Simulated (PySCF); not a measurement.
# Reproducing measurements on methylcyclopropane

**Experimental background.**

NIST CCCBDB Release 22 (SRD 101), experimental dipoles lists, for the gas: dipole moment 0.139 D.

How close the calculation comes is told at the end.

Methylcyclopropane, C₄H₈.
Atom-mapped SMILES: `[CH3:1][CH:2]1[CH2:3][CH2:4]1` (hydrogens: H5, H6, H7 on C1; H8 on C2; H9, H10 on C3; H11, H12 on C4)

Structure used (PBE0-D3(BJ)/def2-TZVP), in Å, numbered top down from 1:
```
atom  x, y, z in Å
C1     1.1098   -0.1519    0.9531
C2     0.3899   -0.1307   -0.3643
C3    -1.0336   -0.5860   -0.4460
C4    -0.6989    0.8682   -0.6049
H5     1.5324   -1.1387    1.1612
H6     0.4259    0.0948    1.7698
H7     1.9265    0.5749    0.9738
H8     1.0068   -0.3695   -1.2250
H9    -1.3539   -1.1343   -1.3232
H10   -1.5148   -0.8958    0.4745
H11   -0.7918    1.3109   -1.5888
H12   -0.9507    1.5350    0.2115
```

Runs made with PySCF (gas phase, on this PBE0-D3(BJ)/def2-TZVP geometry; no spin–orbit coupling):

| level | job | basis functions |
| --- | --- | --- |
| PBE0-D3(BJ)/def2-TZVP, grid level 2 | geometry optimisation from a GFN2-xTB start shaken at random | 172 |
| B97-2/pcSseg-2 | shieldings, ring-centre shieldings | 256 |
| KT3/pcSseg-2 | shieldings, ring-centre shieldings | 256 |
| PBE0/pcSseg-2 | shieldings, ring-centre shieldings, charges and field gradients | 256 |
| wB97X-D/pcSseg-2 | shieldings, ring-centre shieldings | 256 |
| CAM-B3LYP/aug-cc-pVTZ | 10 singlets by full TDDFT, 4 Tamm–Dancoff triplets, polarisability | 368 |
| PBE0/aug-cc-pVTZ | 10 singlets by full TDDFT, 4 Tamm–Dancoff triplets, polarisability, dynamic polarisability | 368 |
| wB97X-D/aug-cc-pVTZ | 10 singlets by full TDDFT, 4 Tamm–Dancoff triplets, polarisability, ΔSCF ions | 368 |
| B3LYP/pcJ-2 | spin–spin couplings from 12 perturbed nuclei, spin–dipole term left out | 396 |
| B97-2/pcJ-2 | spin–spin couplings from 12 perturbed nuclei, spin–dipole term left out | 396 |
| PBE0/pcJ-2 | spin–spin couplings from 12 perturbed nuclei, spin–dipole term left out | 396 |

## Comparison

**Dipole moment.** Measured: 0.139 D (NIST CCCBDB Release 22 (SRD 101), experimental dipoles).

```csv
level,computed (D),computed − measured (D)
PBE0-D3(BJ)/def2-TZVP,0.137,-0.002
B97-2/pcSseg-2,0.137,-0.002
KT3/pcSseg-2,0.134,-0.005
PBE0/pcSseg-2,0.141,+0.002
wB97X-D/pcSseg-2,0.144,+0.005
CAM-B3LYP/aug-cc-pVTZ,0.139,0.000
PBE0/aug-cc-pVTZ,0.137,-0.002
wB97X-D/aug-cc-pVTZ,0.139,0.000
B3LYP/pcJ-2,0.143,+0.004
B97-2/pcJ-2,0.137,-0.002
PBE0/pcJ-2,0.141,+0.002
```

The computed dipoles belong to one fixed geometry; measured ones are averaged over vibrations unless marked μe. Magnitudes are compared, not signs.

No measured geometry was used, and the causes of the misses weren't examined.
